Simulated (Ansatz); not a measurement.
Geometry optimisation, UKS PBE-D4/6-31G in Ansatz.

The input (input.yaml):

```yaml
crystal:
  periodic: [false, false, false]
  atoms:
    - { symbol: F, position_ang: [-1.19116, -1.57439, 0.64643] }
    - { symbol: C, position_ang: [-0.10929, -1.00459, 0.07284] }
    - { symbol: Al, position_ang: [0.17695, 0.93705, -0.06478] }
    - { symbol: H, position_ang: [-0.10605, -0.28413, 0.82978] }
    - { symbol: H, position_ang: [0.79487, 1.50101, -1.36182] }
    - { symbol: H, position_ang: [-0.18569, 1.95346, 1.04218] }
magnetization:
  spin_polarized: true
  initial_magnetization: 1
basis:
  gaussian: { orbitals: "6-31G" }
hamiltonian:
  xc: pbe
  dispersion: d4
relax:
  f_tol: 0.02
  max_steps: 50
output:
  orbitals: {}
```

Launched with:

```bash
$ ansatz run input.yaml --threads 1 --pin off --max-ram 2048MiB --backend cpu --events-out ev --progress --plain --runs-dir out
```

**Question.** Where does it end, and by what steps?

**Answer.** The forces met the threshold. Limits of this set-up: no polarisation functions. After 15 steps the energy has fallen by 3.893 eV; H4 moved furthest, 1.54 Å. Parted: Al3–H4.

```tsv
step	energy less start (eV)	largest force component (eV/Å)	accepted
0	0.0000	5.099	yes
1	-1.3974	1.628	yes
2	-1.9913	2.291	yes
3	-2.4348	2.259	yes
4	-2.8288	1.695	yes
5	-3.1184	0.965	yes
6	-3.3270	0.685	yes
7	-3.4686	0.446	yes
8	-3.5463	0.350	yes
9	-3.6198	0.695	yes
10	-3.7346	0.524	yes
11	-3.8234	0.284	yes
12	-3.8658	0.546	yes
13	-3.8920	0.175	yes
14	-3.8923	0.141	yes
15	-3.8928	0.008	yes
```

```xyz
6
Properties=species:S:1:pos:R:3
F -1.226 -1.128 1.242
C -0.153 -0.698 0.447
Al 0.025 1.175 -0.102
H 0.501 -1.556 0.220
H 1.317 1.493 -1.017
H -1.084 2.241 0.375
```

Time of the run: 31 s on 1 thread of Arm Neoverse V1, on a shared host, peak memory 0.13 GiB.
